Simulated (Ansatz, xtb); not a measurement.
**Worked example: C3H8O → H2CO + C2H6**

Species: C3H8O (1-propanol) `CCCO`, singlet; H2CO (formaldehyde) `C=O`, singlet; C2H6 (ethane) `CC`, singlet. 

Shapes, held fixed at every level: PBE0-D4/def2-TZVP. Flexible molecules stand in one conformer, not always the lowest. Programs: Ansatz 0.2.0, xtb 6.7.1. The zero-point and thermal change to 298 K, harmonic and unscaled (PBE0-D4/def2-TZVP), is -14.8 kJ/mol.

At CCSD(T)/CBS estimate; 1 Eh = 2625.50 kJ/mol:

| species | energy (Eh) |
| --- | --- |
| C3H8O | -194.143418 |
| H2CO | -114.394077 |
| C2H6 | -79.719537 |

Problem. Work out ΔH(298 K) of the reaction at this level.

Solution. 
1. Products less reactants: (-114.394077) + (-79.719537) − [(-194.143418)] = 0.029804 Eh = +78.3 kJ/mol.
2. With the thermal change: +78.3 + (-14.8) = +63.5 kJ/mol.

Other levels give +50.5 (MP2/def2-SVP) to +109.6 kJ/mol (SPW92/def2-TZVPP). No measured value is set beside it here. The CBS estimate extrapolates MP2 from def2-TZVPP and def2-QZVPP and adds CCSD(T) − MP2 in the triple-zeta set, cores frozen.
